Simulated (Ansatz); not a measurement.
The input, for Ansatz 0.2.0:

```yaml
crystal:
  periodic: [false, false, false]
  atoms:
    - {symbol: O, position_ang: [0.000000, 0.000000, 0.000000]}
    - {symbol: C, position_ang: [0.000000, 0.000000, 0.985000]}
basis:
  gaussian: {orbitals: cc-pVDZ}
total_charge: 1
magnetization: {spin_polarized: true, initial_magnetization: 1}
correlation: {method: ccsdtq, electrons: outside_noble_gas}
```

```sh
$ ansatz run in.yaml --threads 5 --pin off --events-out ev --progress --plain --max-ram 130560MiB --backend cuda --devices 0, --max-vram 75GiB
```

Log:

```
463 factors; integrals over basis functions are off by at most 2.0e-7 eV
mean field evaluation 1: about -3047.5597 eV, gradient 4.1e1 eV
mean field evaluation 2: about -3047.5654 eV, gradient 4.1e1 eV
mean field evaluation 4: about -3053.7086 eV, gradient 3.0e0 eV
mean field evaluation 8: about -3053.9273 eV, gradient 2.2e-1 eV
mean field evaluation 16: about -3053.7021 eV, gradient 3.0e0 eV
mean field evaluation 32: about -3049.4413 eV, gradient 5.8e-1 eV
mean field evaluation 64: about -3048.7320 eV, gradient 3.5e0 eV
mean field -3053.92875208 eV, -112.2298116118 hartree, gradient 2.4e-6 eV, S^2 0.803143; 3 other end points of the search recorded, 0 dependent functions left out
2 core orbitals not correlated: weight in the atoms' cores, before any rotation towards them, 1.000 or more for the frozen orbitals, at most 0.000 for the correlated occupied ones
reference -3053.92875208 eV, -112.2298116118 hartree; 5, 4 occupied and 21, 22 virtual orbitals, 463 factors
second order -6.46404088 eV of doubles, -0.00000000 eV of singles
cycle   1  -6.45104343 eV  change    1.3e-2 eV  update   7.6e-2
cycle   2  -6.78732433 eV  change   -3.4e-1 eV  update   3.8e-2
cycle   3  -7.00512364 eV  change   -2.2e-1 eV  update   2.4e-2
cycle   4  -7.00028148 eV  change    4.8e-3 eV  update   1.1e-2
cycle   5  -7.00666501 eV  change   -6.4e-3 eV  update   7.7e-3
cycle   6  -7.01522172 eV  change   -8.6e-3 eV  update   2.8e-3
cycle   7  -7.01597542 eV  change   -7.5e-4 eV  update   1.5e-3
cycle   8  -7.01665853 eV  change   -6.8e-4 eV  update   5.1e-4
cycle   9  -7.01699372 eV  change   -3.4e-4 eV  update   2.1e-4
cycle  10  -7.01700665 eV  change   -1.3e-5 eV  update   8.6e-5
cycle  11  -7.01702663 eV  change   -2.0e-5 eV  update   4.1e-5
cycle  12  -7.01705458 eV  change   -2.8e-5 eV  update   2.6e-5
cycle  13  -7.01704401 eV  change    1.1e-5 eV  update   1.5e-5
cycle  14  -7.01706188 eV  change   -1.8e-5 eV  update   7.6e-6
cycle  15  -7.01706033 eV  change    1.5e-6 eV  update   2.9e-6
cycle  16  -7.01705575 eV  change    4.6e-6 eV  update   1.4e-6
cycle  17  -7.01705465 eV  change    1.1e-6 eV  update   7.7e-7
cycle  18  -7.01705456 eV  change    8.8e-8 eV  update   3.2e-7
Total energy: -3060.94580665 eV, -112.4876836107 hartree
```

For the same geometry and basis full CI lies 1.2 meV lower.

Ran on 5 threads of AMD EPYC 7R13 with a whole H100 80 GB, shared host: 12 s wall, 0.83 GiB peak host memory.
